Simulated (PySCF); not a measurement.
Single point on LiS

State: ⁴Σ⁻ (quartet), unpaired electrons σ ↑, π ↑↑, a second solution, started from another occupation.

An equivalent input (the run itself took its basis sets from the Basis Set Exchange, started from a PBE0 density and held the occupation σ 7α 6β, πx 2α 1β, πy 2α 1β):

```python
from pyscf import gto, dft
mol = gto.M(atom='Li 0 0 0; S 0 0 2.148', basis={'Li': 'def2-TZVP', 'S': 'def2-TZVP'},
            charge=0, spin=3, verbose=4, symmetry='C2v')
mf = dft.UKS(mol, xc='PBE0')
mf.grids.atom_grid = (80, 434)
mf.grids.prune = dft.gen_grid.treutler_prune
mf.irrep_nelec = {'A1': (7, 6), 'B1': (2, 1), 'B2': (2, 1)}
mf.conv_tol = 1e-9
mf.max_cycle = 60
mf.diis_space = 10
mf.kernel()
```

The log (some set-up lines and the per-cycle HOMO/LUMO lines removed):

```
******** <class 'pyscf.dft.uks_symm.SymAdaptedUKS'> ********
method = SymAdaptedUKS
damping factor = 0
level_shift factor = 0
DIIS = <class 'pyscf.scf.diis.CDIIS'>
diis_start_cycle = 1
diis_space = 10
diis_damp = 0
SCF conv_tol = 1e-09
SCF conv_tol_grad = None
SCF max_cycles = 60
number electrons alpha = 11  beta = 8
Set gradient conv threshold to 3.16228e-05
init E= -405.430858872037
cycle= 1 E= -405.431635672494  delta_E= -0.000777  |g|= 0.00253  |ddm|= 0.0168
cycle= 2 E= -405.431638612503  delta_E= -2.94e-06  |g|= 0.00133  |ddm|= 0.00754
cycle= 3 E= -405.431639478168  delta_E= -8.66e-07  |g|= 0.000104  |ddm|= 0.00126
cycle= 4 E= -405.431639487634  delta_E= -9.47e-09  |g|= 2.06e-05  |ddm|= 0.000446
cycle= 5 E= -405.431639488387  delta_E= -7.52e-10  |g|= 7.85e-06  |ddm|= 0.00016
Extra cycle  E= -405.431639488428  delta_E= -4.13e-11  |g|= 4.5e-06  |ddm|= 3.35e-05
converged SCF energy = -405.431639488428  <S^2> = 3.7552273  2S+1 = 4.0026128
```

A point of this curve took 0.64 CPU seconds beside 0.061 for the integrals, on Arm Neoverse V1 (shared host).

Counting both spins, an empty level lies below a filled one in this solution, because spin and occupation are held.
